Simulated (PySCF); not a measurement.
## `Cc1nccs1`, C4H5NS

Geometry (Å), atoms numbered from 1 in this order:
```xyz
11

C     1.950   -0.001    0.131
C     0.468    0.015    0.008
N    -0.328   -0.795    0.637
C    -1.635   -0.537    0.342
C    -1.855    0.482   -0.528
S    -0.357    1.154   -1.001
H     2.241   -0.889    0.690
H     2.312    0.881    0.665
H     2.434   -0.020   -0.847
H    -2.411   -1.139    0.797
H    -2.792    0.859   -0.905
```

Method used: TDDFT CAM-B3LYP/def2-TZVPD excited states, vertical, gas phase (PySCF 2.14.0). Geometry: PBE0-D3(BJ)/def2-TZVP.

Singlets 1 and 2 lie within 0.01 eV of each other, so their separate moments and overlaps can depend on how they mix.

(1) How strongly do the lowest singlets absorb one photon, and two photons of half the energy?

Results:

(1) δ for parallel linear polarisation; σ at the peak of a Lorentzian of half width 0.1 eV, single beam; Ω is circular over linear.
| state | E (eV) | f | photon λ (nm) | δ (au) | σ (GM) | Ω | main |
| --- | --- | --- | --- | --- | --- | --- | --- |
| S1 | 5.58 | 0.090 | 444 | 10.8 | 0.12 | 1.03 | HOMO→LUMO 0.79, HOMO−1→LUMO 0.14 |
| S2 | 5.59 | 0.016 | 444 | 1.97 | 0.02 | 1.11 | HOMO−1→LUMO 0.81, HOMO→LUMO 0.14 |
| S3 | 5.91 | 0.001 | 420 | 1.59 | 0.02 | 1.50 | HOMO→LUMO+2 0.58, HOMO→LUMO+5 0.20 |
| S4 | 6.36 | 0.041 | 390 | 20.4 | 0.30 | 1.24 | HOMO−2→LUMO 0.77 |
| S5 | 6.39 | 0.003 | 388 | 31.2 | 0.47 | 1.50 | HOMO→LUMO+1 0.75, HOMO→LUMO+3 0.17 |
| S6 | 6.83 | 0.003 | 363 | 18.3 | 0.31 | 1.50 | HOMO−2→LUMO+2 0.46, HOMO−2→LUMO+5 0.20 |

Among these, the strongest one-photon state is S1, the strongest two-photon state S5, with a dipole change of 2.9 D (relaxed, norm of the difference vector).
